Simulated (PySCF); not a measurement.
**Working with the constants of MgSi**

ROHF-CCSD(T) constants of MgSi, ³Σ⁻ (triplet), unpaired electrons π ↑↑ (Mg pcseg-2, Si pcseg-2; no relativity (PySCF 2.14); masses 23.9850 and 27.9769 u):

| Item | Value |
| --- | --- |
| ωe | 318.9 cm⁻¹ |
| ωexe | 2.83 cm⁻¹ |
| Be | 0.20187 cm⁻¹ |
| αe | 0.00193 cm⁻¹ |
| De to Mg + Si | 0.81 eV |

(1) What force constant and bond length do these constants imply?

(2) Estimate the centrifugal constant D from the Kratzer relation and find the Dunham coefficient a1.

Correlated steps freeze 6 core orbitals. The state is the lowest determinant that a PBE0 search found; another state may lie lower at other levels.

## Answers

(1) Reduced mass μred = 12.914 u; k = 5.8918×10⁻⁷·μred·ωe² (u, cm⁻¹, mdyn/Å) = 0.774 mdyn/Å; Re = √(16.8576/(μred·Be)) (u, cm⁻¹, Å) = 2.543 Å.

(2) D = 4Be³/ωe² = 3.24e-07 cm⁻¹; a1 = −1 − αeωe/(6Be²) = -3.52.
